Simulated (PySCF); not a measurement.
**Which determinant of SiO⁺ lies lowest?**

Unrestricted PBE0; basis Si def2-SVPD, O def2-SVPD; no relativity; PySCF 2.14. Outer shells of the fragments: Si+ 3s2 3p1; O 2s2 2p4.

Followed along the bond (rough minima from three points):

| 2Ms+1 | unpaired | ⟨S²⟩ at the start | R at minimum (Å) | Te (eV) |
| --- | --- | --- | --- | --- |
| 2 | σ ↑ | 0.78 | 1.55 | 0.00 |
| 2 | π ↑ | 0.76 | 1.68 | 0.07 |
| 4 | σ ↑, π ↑↑ | 3.76 | 1.76 | 3.64 |

Solutions found at the starting distance of 1.815 Å, counted from the lowest of them; the search is not exhaustive and high or unbound solutions are not listed, so other states can lie among these:

```tsv
2Ms+1	unpaired	term	E (eV)	⟨S²⟩	⟨Lz²⟩	μ (D)
2	π ↑	²Π	0.00	0.76	1.01	-3.77
2	σ ↑	²Σ⁺	0.72	0.78	0.00	-4.91
4	σ ↑, π ↑↑	mixed	3.36	3.76	2.01	-3.08
4	σ ↑, π ↑↑	mixed	3.62	3.76	2.01	-3.06
2	σ ↑, π ↑↓	mixed	4.23	1.78	2.01	-2.38
2	σ ↓, π ↑↑	mixed	4.30	1.77	2.01	-2.73
```

A term symbol is given only where ⟨S²⟩ and ⟨Lz²⟩ are close to those of a pure state; real π, δ and φ orbitals otherwise mix terms. A positive dipole points towards O; it is taken about the centre of mass and depends on that origin.

Problem. Compare the gap between the two lowest followed solutions at the starting distance with the gap between their minima.

Solution. At PBE0 the second solution (doublet, unpaired electrons π ↑) lies -0.72 eV from the first (doublet, unpaired electrons σ ↑) at 1.815 Å and +0.07 eV at the minima; the two curves relax by different amounts, since their minima lie near 1.68 and 1.55 Å.

Counting both spins, an empty level lies below a filled one in some of these solutions, because spin and occupation are held.
